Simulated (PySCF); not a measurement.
**Basis set benchmark on one molecule**

Molecule: formyl fluoride, CHFO.

Numbering as in the mapped SMILES `[O:1]=[CH:2][F:3]`. Hydrogens are named by the atom that carries them.

Geometry PBE0-D3(BJ)/def2-SVP throughout; GIAO in PySCF 2.14.0 with density-fitted response routines, gas phase, one conformer, non-relativistic; equivalent atoms averaged; functional PBE0.

Reference values (CCSD(T)/cc-pCVQZ; gas (isolated, no vibration); M. Glasbrenner, PhD thesis, LMU Munich (RPA NMR shieldings paper, SI)): σ(O1) = -94.7 ppm, σ(C2) = 41.2 ppm, σ(F3) = 164.9 ppm, σ(H(C2)) = 24.00 ppm.

How do the basis sets pcSseg-0, cc-pVDZ, aug-cc-pVDZ, cc-pVTZ, IGLO-III, pcSseg-3 perform against the reference? Times are CPU seconds on 1 thread of an Arm Neoverse V2, shared host.

Answers


```csv
basis set,functions,O1,C2,F3,H(C2),abs. error O,abs. error C,abs. error F,abs. error H,core-s
pcSseg-0,29,-181.7,24.4,103.6,24.42,87.0,16.8,61.3,0.42,1.2
cc-pVDZ,47,-97.2,50.1,140.9,23.85,2.5,8.9,24.0,0.15,1.6
aug-cc-pVDZ,78,-88.8,45.4,146.5,23.33,5.9,4.2,18.4,0.67,2.1
cc-pVTZ,104,-120.5,32.3,125.3,23.50,25.8,8.9,39.6,0.50,2.8
IGLO-III,115,-130.7,25.5,120.1,23.38,36.0,15.7,44.8,0.62,2.9
pcSseg-3,249,-131.9,23.5,120.9,23.20,37.2,17.7,44.0,0.80,10
```

For ¹⁷O the closest is cc-pVDZ (2.5 ppm) and the furthest pcSseg-0 (87.0 ppm).

For ¹³C the closest is aug-cc-pVDZ (4.2 ppm) and the furthest pcSseg-3 (17.7 ppm).

For ¹⁹F the closest is aug-cc-pVDZ (18.4 ppm) and the furthest pcSseg-0 (61.3 ppm).

For ¹H the closest is cc-pVDZ (0.15 ppm) and the furthest pcSseg-3 (0.80 ppm). Where a smaller basis beats a larger one, errors probably cancel; the largest sets show where the functional converges. One molecule is a small sample, and the reference may use another geometry.

A small basis that lands close on one nucleus may do so by chance; judge by the trend and by all nuclei.
